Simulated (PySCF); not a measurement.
# C3H4FS− (SMILES C=C(F)C[S-]): HF/STO-3G

Aim: the vertical ionisation energy of C3H4FS− at HF/STO-3G, from 2 runs. 

The calculation is run with PySCF 2.14.0.

### Step 1. The molecule

C3H4FS− has 9 atoms, charge -1, and is taken as a singlet. SMILES: `C=C(F)C[S-]`. Geometry: relaxed at GFN2-xTB. This is one conformer, not always the lowest.

Bond lengths: C1–C2 1.329 Å, C2–F3 1.371 Å, C2–C4 1.475 Å, C4–S5 1.826 Å, C1–H6 1.076 Å, C1–H7 1.073 Å, C4–H8 1.096 Å, C4–H9 1.095 Å. Some angles: C1–C2–F3 117.3°, C1–C2–C4 128.2°, F3–C2–C4 114.5°, C2–C4–S5 107.2°, C2–C1–H6 121.6°, C2–C1–H7 120.1°, C2–C4–H8 110.8°, C2–C4–H9 110.9°, S5–C4–H8 108.9°, S5–C4–H9 109.3°.

### Step 2. The energy at HF/STO-3G

calc.py

```python
from pyscf import gto, scf

molecule = gto.M(
    atom='''
C     -0.857255     1.655684     1.920718
C      0.741718     0.286388     0.552329
F      3.272477     0.699747     0.917349
C      0.152312    -1.625599    -1.389062
S     -0.445956     0.066499    -4.335844
H     -0.207208     3.123698     3.169335
H     -2.857493     1.412192     1.694669
H     -1.542527    -2.697943    -0.873545
H      1.743953    -2.920647    -1.655948
''',
    charge=-1,
    verbose=3,
    basis='sto-3g',
    spin=0,
    unit='bohr',
    max_memory=1860,
)

myscf = scf.RHF(molecule)
myscf.conv_tol = 1e-10
myscf.kernel()
if not myscf.converged:
    myscf = myscf.newton().run(myscf.mo_coeff, myscf.mo_occ)

e_tot = myscf.e_tot
print('Final energy', e_tot)
```

On the command line:

```
OMP_NUM_THREADS=1 python calc.py
```

The log of the run:

```text
converged SCF energy = -605.517009199106
Final energy -605.5170091991064
```

Run time: 0.54 s. Hardware: 1 thread of Arm Neoverse V2, shared host; peak memory 0.1 GiB.

### Step 3. Doublet neutral C3H4FS, same level

input.py

```python
from pyscf import gto, scf

molecule = gto.M(
    atom='''
C   -0.453640   0.876150   1.016400
C    0.392500   0.151550   0.292280
F    1.731720   0.370290   0.485440
C    0.080600  -0.860230  -0.735060
S   -0.235990   0.035190  -2.294430
H   -0.109650   1.652990   1.677140
H   -1.512120   0.747300   0.896780
H   -0.816270  -1.427690  -0.462260
H    0.922860  -1.545540  -0.876290
''',
    charge=0,
    verbose=4,
    basis='sto-3g',
    spin=1,
    max_memory=1860,
)

mf = scf.UHF(molecule)
mf.conv_tol = 1e-10
mf.kernel()
if not mf.converged:
    mf = mf.newton().run(mf.mo_coeff, mf.mo_occ)

etot = mf.e_tot
print('E = %.10f Eh' % etot)
```

On the command line:

```
OMP_NUM_THREADS=1 python input.py
```

The log of the run:

```text
PySCF version 2.14.0

[... 157 lines left out ...]
converged SCF energy = -605.689219013155  <S^2> = 0.75409345  2S+1 = 2.0040893
E = -605.6892190132 Eh
```

Run time: 0.64 s. Hardware: 1 thread of Arm Neoverse V2, shared host; peak memory 0.1 GiB.

### Step 4. Outcome

Level: HF/STO-3G.

| quantity | value |
| --- | --- |
| singlet C3H4FS−: total energy | -605.51701 Eh |
| singlet C3H4FS−: HOMO energy | 3.60 eV |
| singlet C3H4FS−: LUMO energy | 14.13 eV |
| singlet C3H4FS−: HOMO–LUMO gap (to an unbound level, set by the basis) | 10.52 eV |
| doublet neutral C3H4FS: total energy | -605.68922 Eh |
| doublet neutral C3H4FS: dipole moment | 1.03 D |
| doublet neutral C3H4FS: HOMO energy (highest over α and β) | -6.49 eV |
| doublet neutral C3H4FS: LUMO energy (lowest over α and β) | 5.71 eV |
| doublet neutral C3H4FS: ⟨S²⟩ | 0.754 |
| vertical detachment energy (to the doublet neutral) | -4.686 eV |

In words: The species is unbound against losing an electron at this level, by 4.69 eV (−108 kcal/mol); missing correlation or diffuse functions can give that sign where the real anion is bound. In a minimal basis such a difference can be off by several eV, whatever the method. Mulliken charges (singlet C3H4FS−) run from -0.56 on S5 to +0.16 on C2. The HOMO (singlet C3H4FS−) lies at positive energy, 3.60 eV: the electron is unbound at this level or held by a compact basis; values depend on the basis.
